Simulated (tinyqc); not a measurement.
Stretching all distances: RHF, UHF, MP2, CISD and CCSD against full CI in the sto-6g basis, for LiH, spin multiplicity 1. Computed by the program tinyqc with PySCF. 

Geometry (angstrom):
```
atom,x,y,z
Li,0.0000,0.0000,0.0000
H,0.0000,0.0000,1.5590
```

All coordinates are multiplied by the scale. c0^2 is the weight of the RHF determinant in the lowest singlet FCI state (UHF is spin-contaminated and may lie near states of higher spin) and n(LUMO) the first natural occupation beyond the occupied space.

Full CI energy (hartree) and errors against it (kcal/mol):
```
scale,distance 1-2 (angstrom),E(FCI),RHF,UHF,MP2,CISD,CCSD,<S^2> UHF,c0^2,n(LUMO)
0.880,1.372,-7.96683,11.100,11.100,3.834,0.006,4.87e-03,0.000,0.980,0.031
1.140,1.777,-7.96545,15.012,15.012,5.863,0.010,0.008,0.000,0.966,0.057
1.390,2.167,-7.93745,22.710,20.867,10.007,0.017,0.013,0.362,0.930,0.119
1.640,2.557,-7.90887,35.186,14.799,16.921,0.031,0.026,0.791,0.850,0.246
1.900,2.962,-7.88882,53.192,7.352,26.354,0.052,0.047,0.922,0.730,0.447
2.150,3.352,-7.87898,72.396,3.349,34.007,0.070,0.064,0.968,0.633,0.632
2.410,3.757,-7.87443,90.477,1.478,36.546,0.082,0.073,0.987,0.575,0.769
2.660,4.147,-7.87258,104.373,0.722,32.794,0.088,0.077,0.995,0.545,0.854
2.920,4.552,-7.87179,115.193,0.399,23.626,0.091,0.080,0.998,0.526,0.910
```

UHF parts from RHF first at scale 1.39 of those listed, where <S^2> leaves zero. The weight c0^2 goes from 0.98 to 0.53 and n(LUMO) from 0.03 to 0.91: static correlation grows as the bonds break into open-shell fragments. The spread of the error along the curve, which distorts its shape, is CCSD 0.1, CISD 0.1, UHF 20.5, MP2 32.7, RHF 104.1 kcal/mol.
